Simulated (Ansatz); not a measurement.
**Beryllium, hcp: convergence with cold smearing**

Computed with Ansatz, PBE, scalar-relativistic PAW, on the relaxed cell (a = 2.266 Å, c = 3.559 Å (c/a = 1.571); spin not included). Errors count from a run at 420 eV on a Γ-centred 26×26×15 mesh with Fermi-Dirac smearing of 0.1 eV, extrapolated to zero width. Fixed here: cutoff 420 eV, mesh 16×16×9. The SCF starts from atomic densities corrected by a trained network.

```tsv
width (eV)	E(σ→0) error (meV/atom)	F error (meV/atom)	P (GPa)	SCF iterations
0.01	-1.1	-1.1	0.01	4
0.03	-1.1	-1.1	0.01	4
0.1	-1.1	-1.2	0.00	4
0.2	-1.4	-1.3	-0.01	4
0.3	-1.6	-0.8	-0.01	4
0.6	-0.1	2.2	-0.06	4
1.0	0.9	8.8	-0.20	4
```
